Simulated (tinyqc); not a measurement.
Worked calculation: Pariser-Parr-Pople SCF with singles CI, for the molecule C=C1C=CC=C1 (SMILES; centres numbered as the heavy atoms are written). Computed by tinyqc, a small Python program that keeps every step. Settings: charge = 0, gamma = Ohno, start = huckel, damping = 0.5, iteration cap = 52, excitations kept = 4. Command: `OMP_NUM_THREADS=1 python tinyqc.py 30182 30183 out.jsonl` (the two numbers bound the seeds that draw the settings). One thread of a shared host (Intel(R) Xeon(R) Processor @ 2.60GHz), about 0.01 s of CPU time with the checks. Later iterations appear only in the table of the cycle.

## PPP integrals

Centres (angstrom, eV; a flat drawing with bonds scaled to 1.40 angstrom):
```
centre          x          y  core charge z         W   gamma_rr
1C       2.159000   0.000000              1  9.990000  10.250000
2C       0.759000   0.000000              1  9.990000  10.250000
3C      -0.064000   1.133000              1  9.990000  10.250000
4C      -1.395000   0.700000              1  9.990000  10.250000
5C      -1.395000  -0.700000              1  9.990000  10.250000
6C      -0.064000  -1.133000              1  9.990000  10.250000
```

Resonance integrals (eV):
```
i  j       beta
1  2  -2.390000
2  3  -2.390000
3  4  -2.390000
4  5  -2.390000
5  6  -2.390000
6  2  -2.390000
```

Ohno: gamma = 14.399645/sqrt(R^2 + a^2), a = 2 x 14.399645/(gamma_rr + gamma_ss); H_rr = -W_r - sum_(s != r) z_s gamma_rs; H_rs = beta for bonds.

repulsion gamma_rs (eV), order 1C, 2C, 3C, 4C, 5C, 6C:
$$\begin{pmatrix}
10.250000 & 7.260349 & 5.028880 & 3.706316 & 3.706316 & 5.028880 \\
7.260349 & 10.250000 & 7.259410 & 5.402835 & 5.402835 & 7.259410 \\
5.028880 & 7.259410 & 10.250000 & 7.261226 & 5.402175 & 5.400919 \\
3.706316 & 5.402835 & 7.261226 & 10.250000 & 7.260349 & 5.402175 \\
3.706316 & 5.402835 & 5.402175 & 7.260349 & 10.250000 & 7.261226 \\
5.028880 & 7.259410 & 5.400919 & 5.402175 & 7.261226 & 10.250000
\end{pmatrix}$$

core matrix H (eV), order 1C, 2C, 3C, 4C, 5C, 6C:
$$\begin{pmatrix}
-34.720740 & -2.390000 & 0.000000 & 0.000000 & 0.000000 & 0.000000 \\
-2.390000 & -42.574839 & -2.390000 & 0.000000 & 0.000000 & -2.390000 \\
0.000000 & -2.390000 & -40.342610 & -2.390000 & 0.000000 & 0.000000 \\
0.000000 & 0.000000 & -2.390000 & -39.022901 & -2.390000 & 0.000000 \\
0.000000 & 0.000000 & 0.000000 & -2.390000 & -39.022901 & -2.390000 \\
0.000000 & -2.390000 & 0.000000 & 0.000000 & -2.390000 & -40.342610
\end{pmatrix}$$

## Starting guess

pi electrons, sum of z_r less the charge = 6

Orbitals of the Hueckel matrix of the beta values.

P at the start, order 1C, 2C, 3C, 4C, 5C, 6C:
$$\begin{pmatrix}
0.622291 & 0.758634 & 0.212348 & -0.309538 & -0.309538 & 0.212348 \\
0.758634 & 1.046987 & 0.449096 & -0.097190 & -0.097190 & 0.449096 \\
0.212348 & 0.449096 & 1.092331 & 0.777936 & -0.116491 & -0.354882 \\
-0.309538 & -0.097190 & 0.777936 & 1.073030 & 0.520243 & -0.116491 \\
-0.309538 & -0.097190 & -0.116491 & 0.520243 & 1.073030 & 0.777936 \\
0.212348 & 0.449096 & -0.354882 & -0.116491 & 0.777936 & 1.092331
\end{pmatrix}$$

## Iteration 1: Fock matrix

F_rr = H_rr + P_rr gamma_rr / 2 + sum_(s != r) P_ss gamma_rs; F_rs = H_rs - P_rs gamma_rs / 2; E = tr P (H + F) / 2 + core repulsion sum_(r<s) z_r z_s gamma_rs.

F (eV), order 1C, 2C, 3C, 4C, 5C, 6C:
$$\begin{pmatrix}
-4.989628 & -5.143974 & -0.533936 & 0.573622 & 0.573622 & -0.533936 \\
-5.143974 & -5.236814 & -4.020087 & 0.262550 & 0.262550 & -4.020087 \\
-0.533936 & -4.020087 & -4.526679 & -5.214384 & 0.314653 & 0.958345 \\
0.573622 & 0.262550 & -5.214384 & -3.937319 & -4.278574 & 0.314653 \\
0.573622 & 0.262550 & 0.314653 & -4.278574 & -3.937319 & -5.214384 \\
-0.533936 & -4.020087 & 0.958345 & 0.314653 & -5.214384 & -4.526679
\end{pmatrix}$$

pi energy = -72.271278 eV

## Iteration 1: orbitals and new P

Diagonalise F (the basis is taken as orthonormal) and form P = 2 sum c c over the lowest orbitals; 0.5 of the old P is kept.

orbital energies (eV): [-13.599614, -10.032950, -8.821416, -1.829313, 3.451208, 3.677646]

P after iteration 1, order 1C, 2C, 3C, 4C, 5C, 6C:
$$\begin{pmatrix}
0.693215 & 0.793819 & 0.195822 & -0.310022 & -0.310022 & 0.195822 \\
0.793819 & 1.034120 & 0.419756 & -0.079118 & -0.079118 & 0.419756 \\
0.195822 & 0.419756 & 1.091172 & 0.795382 & -0.094188 & -0.365504 \\
-0.310022 & -0.079118 & 0.795382 & 1.045161 & 0.501836 & -0.094188 \\
-0.310022 & -0.079118 & -0.094188 & 0.501836 & 1.045161 & 0.795382 \\
0.195822 & 0.419756 & -0.365504 & -0.094188 & 0.795382 & 1.091172
\end{pmatrix}$$

## Iteration 2: Fock matrix

As before.

F (eV), order 1C, 2C, 3C, 4C, 5C, 6C:
$$\begin{pmatrix}
-4.937807 & -5.271700 & -0.492383 & 0.574520 & 0.574520 & -0.492383 \\
-5.271700 & -5.105803 & -3.913590 & 0.213731 & 0.213731 & -3.913590 \\
-0.492383 & -3.913590 & -4.628538 & -5.277723 & 0.254410 & 0.987028 \\
0.574520 & 0.213731 & -5.277723 & -4.103821 & -4.211753 & 0.254410 \\
0.574520 & 0.213731 & 0.254410 & -4.211753 & -4.103821 & -5.277723 \\
-0.492383 & -3.913590 & 0.987028 & 0.254410 & -5.277723 & -4.628538
\end{pmatrix}$$

pi energy = -72.378052 eV

## Iteration 2: orbitals and new P

As before.

orbital energies (eV): [-13.617675, -10.125795, -8.982309, -1.693336, 3.436112, 3.474675]

P after iteration 2, order 1C, 2C, 3C, 4C, 5C, 6C:
$$\begin{pmatrix}
0.739749 & 0.817107 & 0.185410 & -0.307823 & -0.307823 & 0.185410 \\
0.817107 & 1.024301 & 0.399293 & -0.068065 & -0.068065 & 0.399293 \\
0.185410 & 0.399293 & 1.088134 & 0.808163 & -0.080721 & -0.369934 \\
-0.307823 & -0.068065 & 0.808163 & 1.029841 & 0.487909 & -0.080721 \\
-0.307823 & -0.068065 & -0.080721 & 0.487909 & 1.029841 & 0.808163 \\
0.185410 & 0.399293 & -0.369934 & -0.080721 & 0.808163 & 1.088134
\end{pmatrix}$$

## Convergence

Stop when output and input P, before any damping, agree to 1e-7.

Course of the cycle:
```
iteration        E (eV)  largest |P(out) - P(in)|
1          -72.27127838                  1.42e-01
2          -72.37805171                  9.31e-02
3          -72.44872954                  6.15e-02
4          -72.49275802                  4.10e-02
5          -72.51926439                  2.76e-02
6          -72.53489173                  1.87e-02
7          -72.54398243                  1.28e-02
8          -72.54922459                  8.82e-03
9          -72.55223045                  6.12e-03
10         -72.55394805                  4.28e-03
11         -72.55492768                  3.02e-03
...                 ...                       ...
42         -72.55623007                  1.10e-06
43         -72.55623007                  8.52e-07
44         -72.55623008                  6.60e-07
45         -72.55623008                  5.11e-07
46         -72.55623008                  3.96e-07
47         -72.55623008                  3.06e-07
48         -72.55623008                  2.37e-07
49         -72.55623008                  1.84e-07
50         -72.55623008                  1.42e-07
51         -72.55623008                  1.10e-07
52         -72.55623008                  8.52e-08
```

Converged in 52 iterations.

## Converged orbitals

Charges are z - P_rr.

orbital energies (eV): [-13.697234, -10.284430, -9.322014, -1.467201, 3.107560, 3.368936]

coefficients, order 1C, 2C, 3C, 4C, 5C, 6C:
$$\begin{pmatrix}
0.332878 & 0.554062 & 0.000000 & 0.673867 & 0.000000 & -0.357925 \\
0.539274 & 0.458804 & 0.000000 & -0.305443 & 0.000000 & 0.636700 \\
0.408511 & -0.100474 & 0.597425 & -0.354954 & -0.378263 & -0.443882 \\
0.363740 & -0.480793 & 0.378263 & 0.316720 & 0.597425 & 0.190316 \\
0.363740 & -0.480793 & -0.378263 & 0.316720 & -0.597425 & 0.190316 \\
0.408511 & -0.100474 & -0.597425 & -0.354954 & 0.378263 & -0.443882
\end{pmatrix}$$

pi charges: 1C 0.164414, 2C -0.002637, 3C -0.067785, 4C -0.013104, 5C -0.013104, 6C -0.067785

## Singles CI, singlets

Over the 4 single excitations with the smallest orbital gaps: A = (e_a - e_i) delta + 2 (ia|jb) - (ij|ab), with (pq|rs) = sum c_mp c_mq gamma_mn c_nr c_ns. f = 2/3 w |mu|^2 in atomic units, mu = sqrt2 sum c_ia sum_m c_mi c_ma R_m.

singlet CI matrix (eV), order 3>4, 2>4, 1>4, 3>5:
$$\begin{pmatrix}
2.507805 & 0.000000 & 0.000000 & 0.000000 \\
0.000000 & 4.744954 & -0.250216 & -0.557721 \\
0.000000 & -0.250216 & 6.889039 & 0.190746 \\
0.000000 & -0.557721 & 0.190746 & 6.898068
\end{pmatrix}$$

singlet excitation energies (eV): [2.507805, 4.591823, 6.718203, 7.222034]

oscillator strengths: [0.042935, 0.731939, 0.286080, 0.587842]

## Singles CI, triplets

Over the 4 single excitations with the smallest orbital gaps: A = (e_a - e_i) delta - (ij|ab), with (pq|rs) = sum c_mp c_mq gamma_mn c_nr c_ns.

triplet CI matrix (eV), order 3>4, 2>4, 1>4, 3>5:
$$\begin{pmatrix}
1.841773 & 0.000000 & 0.000000 & 0.000000 \\
0.000000 & 2.368541 & -0.680764 & 0.416942 \\
0.000000 & -0.680764 & 5.796258 & -0.713844 \\
0.000000 & 0.416942 & -0.713844 & 5.297681
\end{pmatrix}$$

triplet excitation energies (eV): [1.841773, 2.212335, 4.791880, 6.458264]
